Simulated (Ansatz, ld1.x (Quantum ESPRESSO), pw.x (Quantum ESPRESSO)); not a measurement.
pw.x on fcc Nb: one setting changed

Potential: PAW, ld1.x (Quantum ESPRESSO) 7.5, PBEsol; core [Ar] 3d10, reference 4s2 4p6 4d4 5s1 5p0; waves: 4s (bound): rcut 1.90, rcutus 2.20 bohr; 5s (bound): rcut 1.90, rcutus 2.20 bohr; 4p (bound): rcut 2.10, rcutus 2.50 bohr; 5p (bound, empty): rcut 2.10, rcutus 2.50 bohr; 4d (bound): rcut 2.05, rcutus 2.15 bohr; 4d channel at 0.5 Ry: rcut 2.05, rcutus 2.15 bohr; local part: all-electron potential smoothed inside 2.30 bohr (lloc = -2); core correction: none; augmentation: BESSEL, radius 1.75 bohr.

The reference run (k-mesh 14³, cutoffs 45/360 Ry, Fermi–Dirac 0.01 Ry, mixing_beta 0.4, conv_thr 1e-9, no spin) gives 1.23 GPa at 18.128 Å³/atom, where all-electron LAPW gives 0.22 GPa. This run, with its own iteration cap, changes diagonalization to paro.

```
&control
  calculation='scf', prefix='x', pseudo_dir='./', outdir='./tmp', tstress=.true., disk_io='none'
/
&system
  ibrav=0, nat=1, ntyp=1, ecutwfc=45, ecutrho=360, nbnd=14,
  occupations='smearing', smearing='fd', degauss=0.01
/
&electrons
  conv_thr=1e-09, mixing_beta=0.4, electron_maxstep=60, diagonalization='paro'
/
ATOMIC_SPECIES
Nb 1.0 Nb.UPF
CELL_PARAMETERS angstrom
  0.00000000 2.08500275 2.08500275
  2.08500275 0.00000000 2.08500275
  2.08500275 2.08500275 0.00000000
ATOMIC_POSITIONS crystal
Nb 0.0000 0.0000 0.0000
K_POINTS automatic
14 14 14 0 0 0
```

```bash
pw.x < Nb.scf.in > Nb.scf.out
```

How does the run end?

It converges in 9 iterations; the free energy moves by +0.0 meV/atom and the pressure by -0.01 GPa. The result is that of the reference run.

```
Message from routine setup:
     using ibrav=0 with symmetry is DISCOURAGED, use correct ibrav instead
     lattice parameter (alat)  =       5.5721  a.u.
     unit-cell volume          =     122.3338 (a.u.)^3
     number of electrons       =        13.00
     number of Kohn-Sham states=           14
     kinetic-energy cutoff     =      45.0000  Ry
     charge density cutoff     =     360.0000  Ry
     scf convergence threshold =      1.0E-09
     Exchange-correlation= SLA  PW   PSX  PSC
     number of k points=   104  Fermi-Dirac smearing, width (Ry)=  0.0100
     iteration #  1     ecut=    45.00 Ry     beta= 0.40
     total energy              =    -330.01313124 Ry
     estimated scf accuracy    <       0.11059591 Ry
     iteration #  2     ecut=    45.00 Ry     beta= 0.40
     total energy              =    -330.01464180 Ry
     estimated scf accuracy    <       0.01460431 Ry
     iteration #  3     ecut=    45.00 Ry     beta= 0.40
     total energy              =    -330.01578402 Ry
     estimated scf accuracy    <       0.00031189 Ry
     [... 3 iterations left out ...]
     iteration #  7     ecut=    45.00 Ry     beta= 0.40
     total energy              =    -330.01588428 Ry
     estimated scf accuracy    <          4.8E-09 Ry
     iteration #  8     ecut=    45.00 Ry     beta= 0.40
     total energy              =    -330.01588428 Ry
     estimated scf accuracy    <          6.7E-09 Ry
     iteration #  9     ecut=    45.00 Ry     beta= 0.40
     the Fermi energy is    17.4045 ev
!    total energy              =    -330.01588429 Ry
     estimated scf accuracy    <          1.9E-12 Ry
     smearing contrib. (-TS)   =      -0.00662015 Ry
     The total energy is F=E-TS. E is the sum of the following terms:
     one-electron contribution =     -12.91722004 Ry
     hartree contribution      =      18.50332472 Ry
     xc contribution           =     -13.95518916 Ry
     ewald contribution        =     -98.32806328 Ry
     one-center paw contrib.   =    -223.31211638 Ry
     convergence has been achieved in   9 iterations
          total   stress  (Ry/bohr**3)                   (kbar)     P=       12.25
     Message from routine punch:
     Nothing written, as per user request (disk_io='none')
```

The run took about 27 s on one core of a shared host (Neoverse-V1, 32 threads, 247 GiB, load 15).
